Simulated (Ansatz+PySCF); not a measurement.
The numbers below are computed, except where a source is named.
# Several solutions for singlet H₂S

```xyz
3

S     0.0000    0.0000   -0.2132
H     0.0000    1.9916    1.7059
H     0.0000   -1.9916    1.7059
```

Basis set: 6-31G (spherical functions). Charge 0, multiplicity 1.

PBE0 (unrestricted) was run from several starts with Ansatz (development build ahead of 0.2.0) and PySCF 2.14.0.

```csv
run,program,start,converged,energy (hartree),<S²>
A,Ansatz,stability test followed,yes,-398.95555,1.73
B,Ansatz,search for the lowest state,yes,-398.95555,1.73
C,PySCF,program defaults,yes,-398.88713,0.00
D,Ansatz,"atomic start, no search",yes,-398.88713,0.00
```

(1) Which runs reached the lowest solution of this kind, and what is wrong with the others?

Results:

(1) A, B reached the lowest solution found. Converged but too high: C by 1.86 eV, D by 1.86 eV. Convergence only shows a stationary point, and even a stable one can lie too high; stability tests and further starts are what find lower ones. Caution: charge can spread falsely over distant fragments. Caution: the unrestricted determinant is a mixture of spin states.
